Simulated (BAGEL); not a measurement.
# BF2 (SMILES F[B]F) at FCI/STO-3G (density fitting with qzvpp-jkfit)

Aim: the energy change on altering one bond length of BF2 at FCI/STO-3G (density fitting with qzvpp-jkfit), from 2 runs. 

The calculation is run with BAGEL 1.2.2.

13 further runs of the same task are left out: 13 set aside as unsound or not needed.

### 1 The structure to begin with

BF2: 3 atoms, total charge 0, spin state doublet. As SMILES, `F[B]F`. The coordinates come from a PBE0-D4/def2-TZVP relaxation.

Bond lengths: F1–B2 1.306 Å, B2–F3 1.306 Å. Angles: F1–B2–F3 121.1°.

### 2 A single-point energy at FCI/STO-3G (density fitting with qzvpp-jkfit)

calc.json reads:

```json
{ "bagel": [

{
  "title": "molecule",
  "basis": "sto-3g",
  "df_basis": "qzvpp-jkfit",
  "angstrom": true,
  "geometry": [
    { "atom": "F", "xyz": [    0.513100,   -1.044300,    0.160000 ] },
    { "atom": "B", "xyz": [    0.279000,    0.240500,    0.181300 ] },
    { "atom": "F", "xyz": [   -0.802900,    0.738900,   -0.354600 ] }
  ]
},
{ "title": "hf", "charge": 1 },
{ "title": "fci", "nstate": 1, "ncore": 3, "nspin": 1 }

]}
```

Launch:

```console
$ BAGEL_NUM_THREADS=1 BAGEL calc.json > calc.out
```

Standard output:

```text
* using 1 threads per process

  ===============================================================
  ===============================================================

  *** Geometry ***

  { "atom" : "F", "xyz" : [      0.969618,     -1.973441,      0.302356 ] },
  { "atom" : "B", "xyz" : [      0.527234,      0.454479,      0.342607 ] },
  { "atom" : "F", "xyz" : [     -1.517261,      1.396319,     -0.670097 ] },

  Number of auxiliary basis functions:      229

  Since a DF basis is specified, we compute 2- and 3-index integrals:
    o Being stored without compression. Storage requirement is 0.000 GB

  Number of basis functions:       15
  Number of electrons      :       23

    * METHOD: MOLECULE                             0.03

  *** RHF ***

  === Nuclear Repulsion ===
    55.3022842978

      * DIIS with orbital gradients will be used.

  === RHF iteration (sto-3g) ===
      0       -220.09521420          0.04296513           0.00
      1       -220.19122559          0.02233404           0.00
      2       -220.21372292          0.00207562           0.00
      3       -220.21408906          0.00022731           0.00
      4       -220.21409570          0.00006048           0.00
      5       -220.21409621          0.00001840           0.00
      6       -220.21409627          0.00000151           0.00
      7       -220.21409627          0.00000053           0.00
      8       -220.21409627          0.00000012           0.00
      9       -220.21409627          0.00000004           0.00
     10       -220.21409627          0.00000001           0.00
    * SCF iteration converged.

    * Permanent dipole moment:
           (   -0.839905,    -0.779049,    -0.552008) a.u.

    * METHOD: HF                                   0.03

  ---------------------------
        FCI calculation
  ---------------------------

  Performs exactly the same way as Knowles & Handy 1984 CPL

  o alpha-beta strings
      length:           715
  o size of the space
      determinant space:  108900
      spin-adapted space: 56628

  o single displacement lists (alpha)
      length:          7920
  o single displacement lists (beta)
      length:         19800

     guess   0:   closed 11111111....         open ........1...

  === FCI iteration ===

      0  0      -220.46071930     1.43e-03      0.20
      1  0      -220.54205615     7.67e-04      0.20
      2  0      -220.56447967     3.81e-04      0.19
      3  0      -220.56827472     1.84e-04      0.21
      4  0      -220.56918699     9.42e-05      0.20
      5  0      -220.56942135     4.03e-05      0.20
      6  0      -220.56945749     1.99e-05      0.20
      7  0      -220.56946572     9.00e-06      0.21
      8  0      -220.56946741     3.89e-06      0.20
      9  0      -220.56946776     1.57e-06      0.21
     10  0      -220.56946783     7.75e-07      0.20
     11  0      -220.56946784     3.33e-07      0.20
     12  0      -220.56946784     1.42e-07      0.21
     13  0      -220.56946785     6.40e-08      0.21
     14  0      -220.56946785     2.79e-08      0.23
     15  0      -220.56946785     1.22e-08      0.22
     16  0      -220.56946785     5.31e-09      0.21
     17  0      -220.56946785     2.10e-09      0.21
     18  0      -220.56946785     8.77e-10      0.21
     19  0      -220.56946785     3.98e-10      0.21
    ** throwing out 1 trial vectors **
     20  0      -220.56946785     1.89e-10      0.21
    ** throwing out 1 trial vectors **
     21  0 *    -220.56946785     8.38e-11      0.20

     * ci vector, state   0, <S^2> = 0.7500
       22222222a...     0.9635247228
       22222a222...    -0.0794446658
       2222b222aa..     0.0593208243
       2222.222a2..     0.0519024982
       222222.2a2..     0.0512070531

    * METHOD: FCI                                  4.61

  ===============================================================
```

It took 5.4 s on 1 thread of AMD EPYC 9R14 (Zen 4), shared host; peak memory 0.21 GiB.

### 3 The distorted shape, same level

calc.json reads:

```json
{ "bagel" : [

{
  "title" : "molecule",
  "basis" : "sto-3g",
  "df_basis" : "qzvpp-jkfit",
  "angstrom" : true,
  "geometry" : [
    { "atom" : "F", "xyz" : [    0.583336,   -1.429774,    0.153609 ] },
    { "atom" : "B", "xyz" : [    0.279000,    0.240500,    0.181300 ] },
    { "atom" : "F", "xyz" : [   -0.802900,    0.738900,   -0.354600 ] }
  ]
},
{ "title" : "hf", "charge" : 1 },
{ "title" : "fci", "nstate" : 1, "ncore" : 3, "nspin" : 1 }

]}
```

Launch:

```console
$ BAGEL_NUM_THREADS=1 BAGEL calc.json > calc.out
```

Standard output:

```text
* using 1 threads per process

  ===============================================================
  ===============================================================

  *** Geometry ***

  { "atom" : "F", "xyz" : [      1.102345,     -2.701881,      0.290279 ] },
  { "atom" : "B", "xyz" : [      0.527234,      0.454479,      0.342607 ] },
  { "atom" : "F", "xyz" : [     -1.517261,      1.396319,     -0.670097 ] },

  Number of auxiliary basis functions:      229

  Since a DF basis is specified, we compute 2- and 3-index integrals:
    o Being stored without compression. Storage requirement is 0.000 GB

  Number of basis functions:       15
  Number of electrons      :       23

    * METHOD: MOLECULE                             0.03

  *** RHF ***

  === Nuclear Repulsion ===
    48.5930302456

      * DIIS with orbital gradients will be used.

  === RHF iteration (sto-3g) ===
      0       -219.89257444          0.05305732           0.00
      1       -219.98202603          0.05146874           0.00
      2       -220.10229943          0.00587325           0.00
      3       -220.10653150          0.00245531           0.00
      4       -220.10732819          0.00090891           0.00
      5       -220.10749895          0.00031826           0.00
      6       -220.10751940          0.00016177           0.00
      7       -220.10752697          0.00008959           0.00
      8       -220.10752964          0.00004168           0.00
      9       -220.10753002          0.00001550           0.00
     10       -220.10753007          0.00000511           0.00
     11       -220.10753007          0.00000235           0.00
     12       -220.10753007          0.00000081           0.00
     13       -220.10753008          0.00000042           0.00
     14       -220.10753008          0.00000025           0.00
     15       -220.10753008          0.00000012           0.00
     16       -220.10753008          0.00000004           0.00
     17       -220.10753008          0.00000002           0.00
     18       -220.10753008          0.00000001           0.00
    * SCF iteration converged.

    * Permanent dipole moment:
           (   -0.675015,    -0.985487,    -0.485549) a.u.

    * METHOD: HF                                   0.05

  ---------------------------
        FCI calculation
  ---------------------------

  Performs exactly the same way as Knowles & Handy 1984 CPL

  o alpha-beta strings
      length:           715
  o size of the space
      determinant space:  108900
      spin-adapted space: 56628

  o single displacement lists (alpha)
      length:          7920
  o single displacement lists (beta)
      length:         19800

     guess   0:   closed 11111111....         open ........1...

  === FCI iteration ===

      0  0      -220.37050116     1.38e-03      0.20
      1  0      -220.46610903     7.73e-04      0.19
      2  0      -220.49441905     3.93e-04      0.18
      3  0      -220.50046625     2.09e-04      0.19
      4  0      -220.50234390     1.32e-04      0.22
      5  0      -220.50307000     8.09e-05      0.19
      6  0      -220.50333774     4.85e-05      0.19
      7  0      -220.50343635     3.09e-05      0.24
      8  0      -220.50347057     1.83e-05      0.19
      9  0      -220.50348307     1.07e-05      0.18
     10  0      -220.50348678     5.01e-06      0.19
     11  0      -220.50348753     2.72e-06      0.19
     12  0      -220.50348775     1.40e-06      0.19
     13  0      -220.50348780     7.17e-07      0.19
     14  0      -220.50348782     3.93e-07      0.19
     15  0      -220.50348782     1.72e-07      0.20
     16  0      -220.50348783     8.53e-08      0.19
     17  0      -220.50348783     4.31e-08      0.19
     18  0      -220.50348783     2.55e-08      0.20
     19  0      -220.50348783     1.59e-08      0.20
    ** throwing out 1 trial vectors **
     20  0      -220.50348783     9.78e-09      0.19
    ** throwing out 1 trial vectors **
     21  0      -220.50348783     5.91e-09      0.19
    ** throwing out 1 trial vectors **
     22  0      -220.50348783     3.00e-09      0.18
    ** throwing out 1 trial vectors **
     23  0      -220.50348783     1.48e-09      0.19
    ** throwing out 1 trial vectors **
     24  0      -220.50348783     7.07e-10      0.19
    ** throwing out 1 trial vectors **
     25  0      -220.50348783     3.38e-10      0.18
    ** throwing out 1 trial vectors **
     26  0      -220.50348783     1.60e-10      0.19
    ** throwing out 1 trial vectors **
     27  0 *    -220.50348783     7.88e-11      0.18

     * ci vector, state   0, <S^2> = 0.7500
       22222222a...     0.9345758734
       2222222ba.a.     0.0865491947
       2222222ab.a.     0.0763175082
       222222b2aa..     0.0751992390
       2222222.a.2.     0.0710770924
       2222222a2...    -0.0689420850
       2222b222aa..    -0.0609409032
       2222.222a2..     0.0572270403
       222222ba2a..    -0.0563939785
       222222a2ab..    -0.0543224664
       2222222.2.a.     0.0543026808
       222222baaab.    -0.0504412249

    * METHOD: FCI                                  5.41

  ===============================================================
```

Wall time 6 s (1 thread of AMD EPYC 9R14 (Zen 4), shared host); peak memory 0.2 GiB.

### 4 Results

At FCI/STO-3G (density fitting with qzvpp-jkfit), 3 core orbitals frozen:

| quantity | value |
| --- | --- |
| first shape: total energy | -220.56947 Eh |
| distorted shape: total energy | -220.50349 Eh |
| energy change with the F1–B2 bond stretched from 1.306 to 1.698 Å | 1.795 eV |

With the F1–B2 bond stretched from 1.306 to 1.698 Å the energy rises by 1.80 eV (41 kcal/mol). The first shape isn't relaxed at this level, so the change isn't measured from a minimum. The minimal basis adds a large error of its own.
